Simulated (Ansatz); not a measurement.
C2H4F2O, SMILES `FCOCF`, relaxed with RKS PBE-D4/def2-SVP in Ansatz 0.2.0 from a rough embedded geometry. The force threshold is 0.03 eV/Å; the program also tests the step.

Charge 0, multiplicity 1.

Start:

```xyz
9

F     0.358   -1.776   -0.022
C     0.807   -0.569   -0.584
O    -0.319    0.304   -0.811
C    -0.822    0.603    0.442
F     0.011    1.321    1.153
H     1.562   -0.126    0.085
H     1.306   -0.801   -1.540
H    -1.166   -0.261    0.995
H    -1.738    1.305    0.282
```

Task: By how much does the energy fall, and how many steps does the optimiser take? (Estimate.)

Result: The calculation gave: 36.14 kJ/mol, in 6 steps.

Task: Which bonds change most? (An estimate is asked.)

Result: Computed: C4–F5 from 1.310 to 1.382 Å; C4–H9 from 1.166 to 1.110 Å; C2–O3 from 1.443 to 1.395 Å; C4–H8 from 1.082 to 1.114 Å.

Task: Give the relaxed structure. (Estimate.)

Result: Ansatz gave: 
```xyz
9

F     0.347   -1.880   -0.222
C     0.801   -0.626   -0.585
O    -0.261    0.265   -0.740
C    -0.845    0.671    0.460
F    -0.023    1.551    1.139
H     1.508   -0.278    0.202
H     1.301   -0.694   -1.574
H    -1.039   -0.199    1.128
H    -1.788    1.190    0.191
```
